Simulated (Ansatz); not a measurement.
We consider naphthalene C10H8, described by r²SCAN+rVV10 (plane waves, PAW; Ansatz, a first-principles code).

Run with plane-wave cutoff 500 eV, 4×4×4 k mesh, gaussian smearing 0.02 eV, scalar-relativistic PAW data made under PBE.

Computed at the level's own relaxed cell.

Q: Predict the equilibrium volume per atom.

A: 
- equilibrium volume per atom: 9.12 Å³/atom

Measured, for comparison: equilibrium volume per atom 9.47 Å³/atom (10 K, zero-point motion not removed, unit-cell volume / atoms in the cell; as tabulated in Loboda et al. (2018), arXiv:1809.09959). Computed (rounded) less measured: equilibrium volume per atom -3.7 %.

The computed numbers hold no vibrational or temperature effects.
